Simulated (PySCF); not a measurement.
From results back to the method.

Compound: C5H7F.
Numbering: `[CH3:1][C@@:2]12[CH2:3][C@@H:4]1[C@H:5]2[F:6]` (hydrogens: H7, H8, H9 on C1; H10, H11 on C3; H12 on C4; H13 on C5)

The closed-shell ground state was solved 7 times with PySCF (density fitting, gas phase), always with PBE0, in these basis sets: 6-311+G(2d,p), 6-31G*, cc-pVDZ, cc-pVTZ, def2-SVP, def2-SVPD and pcSseg-1. Isolated species at its PBE0-D3(BJ)/def2-SVP geometry, gas phase.

```json
{"row": "P", "total energy (Eh)": "-294.1729", "HOMO (eV)": "-6.90", "LUMO (eV)": "3.02", "dipole (D)": "1.38"}
{"row": "Q", "total energy (Eh)": "-294.2639", "HOMO (eV)": "-7.15", "LUMO (eV)": "0.44", "dipole (D)": "1.64"}
{"row": "R", "total energy (Eh)": "-293.9673", "HOMO (eV)": "-7.11", "LUMO (eV)": "2.18", "dipole (D)": "1.46"}
{"row": "S", "total energy (Eh)": "-293.9844", "HOMO (eV)": "-7.20", "LUMO (eV)": "0.88", "dipole (D)": "1.64"}
{"row": "T", "total energy (Eh)": "-294.2815", "HOMO (eV)": "-7.10", "LUMO (eV)": "1.48", "dipole (D)": "1.49"}
{"row": "U", "total energy (Eh)": "-294.1952", "HOMO (eV)": "-7.01", "LUMO (eV)": "2.20", "dipole (D)": "1.40"}
{"row": "V", "total energy (Eh)": "-294.1475", "HOMO (eV)": "-7.16", "LUMO (eV)": "1.70", "dipole (D)": "1.54"}
```

Which basis belongs to which row?

P = 6-31G*, Q = 6-311+G(2d,p), R = def2-SVP, S = def2-SVPD, T = cc-pVTZ, U = cc-pVDZ, V = pcSseg-1. From the lowest total energy up: cc-pVTZ (278 functions) 0 eV; 6-311+G(2d,p) (204 functions) +0.48 eV; cc-pVDZ (119 functions) +2.35 eV; 6-31G* (98 functions) +2.95 eV; pcSseg-1 (137 functions) +3.65 eV; def2-SVPD (179 functions) +8.08 eV; def2-SVP (119 functions) +8.55 eV.
